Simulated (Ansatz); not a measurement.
Program: Ansatz. Geometries: PBE0-D4/def2-TZVP. ΔE: electronic, gas phase. CBS: MP2 limit from def2 TZ/QZ plus the TZ coupled-cluster correction, frozen cores. This one scheme is used for every species. DFT in def2-TZVPP. B3LYP here is the variant with VWN-RPA as its local correlation; programs differ in this. HSE06 is defined as in plane-wave codes. Triplets are unrestricted, without spin–orbit coupling. One conformer a species, not always the lowest.

Reaction (formal loss of a carbene): `C/N=C/OC` → `[CH2]` (triplet) + `COC=N`

`C/N=C/OC`:

Cartesian coordinates in Å:
```
C 1.862 0.501 -0.655
N 0.603 -0.061 -0.244
C -0.265 0.725 0.208
O -1.474 0.345 0.625
C -1.747 -1.045 0.531
H 2.041 0.273 -1.709
H 2.674 0.039 -0.087
H 1.925 1.591 -0.522
H -0.146 1.808 0.318
H -2.760 -1.175 0.908
H -1.037 -1.618 1.130
H -1.676 -1.382 -0.505
```

`[CH2]` (triplet):

```xyz
3

C    -0.001    0.096   -0.259
H     0.474    0.775    0.431
H    -0.473   -0.871   -0.172
```

`COC=N`:

Cartesian coordinates in Å:
```
C -0.092 -1.134 -0.609
O -0.629 0.179 -0.698
C -0.194 1.043 0.216
N 0.640 0.744 1.113
H -0.550 -1.697 -1.419
H 0.993 -1.114 -0.718
H -0.333 -1.583 0.357
H -0.667 2.015 0.056
H 0.833 1.547 1.701
```

| level | ΔE (kJ/mol) | difference from CCSD(T)/CBS |
| --- | --- | --- |
| PBE-D4 | 420.1 | 10.4 |
| revPBE-D4 | 407.0 | -2.7 |
| BLYP-D4 | 407.4 | -2.3 |
| B97M-V | 412.0 | 2.3 |
| PBE0-D4 | 410.2 | 0.5 |
| B3LYP-D4 | 406.6 | -3.1 |
| r2SCANh-D4 | 387.2 | -22.5 |
| r2SCAN0-D4 | 384.6 | -25.1 |
| HSE06-D4 | 410.6 | 0.9 |
| BHLYP-D4 | 394.0 | -15.7 |
| CAM-B3LYP-D4 | 411.0 | 1.3 |
| ωB97X-V | 422.6 | 12.9 |
| ωB97M-V | 412.7 | 3.0 |
| B2PLYP | 403.4 | -6.3 |
| PBE-QIDH | 407.5 | -2.2 |
| PBE | 414.6 | 4.9 |
| revPBE | 389.1 | -20.6 |
| BLYP | 395.7 | -14.0 |
| r2SCAN | 387.5 | -22.2 |
| PBE0 | 405.5 | -4.2 |
| B3LYP | 398.1 | -11.6 |
| r2SCAN0 | 382.8 | -26.9 |
| HSE06 | 406.2 | -3.5 |
| BHLYP | 388.0 | -21.7 |
| LC-ωPBE | 400.2 | -9.5 |
| RPA@PBE/def2-TZVPP | 394.2 | -15.5 |
| HF/def2-SVP | 277.6 | -132.1 |
| MP2/def2-SVP | 407.3 | -2.4 |
| CCSD/def2-SVP | 390.9 | -18.8 |
| HF/def2-TZVPP | 266.3 | -143.4 |
| MP2/def2-TZVPP | 412.1 | 2.4 |
| SCS-MP2/def2-TZVPP | 414.1 | 4.4 |
| CCSD/def2-TZVPP | 388.5 | -21.2 |
| CCSD(T)/def2-TZVPP | 399.9 | -9.8 |
| HF/def2-QZVPP | 266.2 | -143.5 |
| MP2/def2-QZVPP | 417.7 | 8.0 |
| SCS-MP2/def2-QZVPP | 421.0 | 11.3 |
| HF/CBS(def2) | 266.2 | -143.5 |
| MP2/CBS(def2) | 421.9 | 12.2 |
| CCSD/CBS(def2) | 398.3 | -11.4 |
| CCSD(T)/CBS | 409.7 | 0 |

Question: What do rigid-rotor, harmonic-oscillator terms from PBE0-D4/def2-TZVP frequencies (298.15 K, 1 bar) make of the CCSD(T)/CBS value? (Estimate.)

Answer: The calculation gave: ΔZPE = -27.1 kJ/mol, ΔH = +388.7 kJ/mol, ΔS = 162 J/(mol·K), ΔG = +340.3 kJ/mol. Open shells count their whole term as degenerate.

Largest T1 diagnostic among the species: 0.014.

The D4 term adds +8.5 kJ/mol with B3LYP and +4.7 kJ/mol with PBE0; it sums over pairs of atoms, weighted by their polarisabilities, and B3LYP, whose exchange is more repulsive, gets the larger term. At CCSD(T), def2-SVP lies −10.1 kJ/mol from the extrapolated value and def2-TZVPP −9.8 kJ/mol.

CCSD(T)/CBS has its own doubt, a few kJ/mol and more with outer-core shells, so smaller differences from it don't rank the levels.
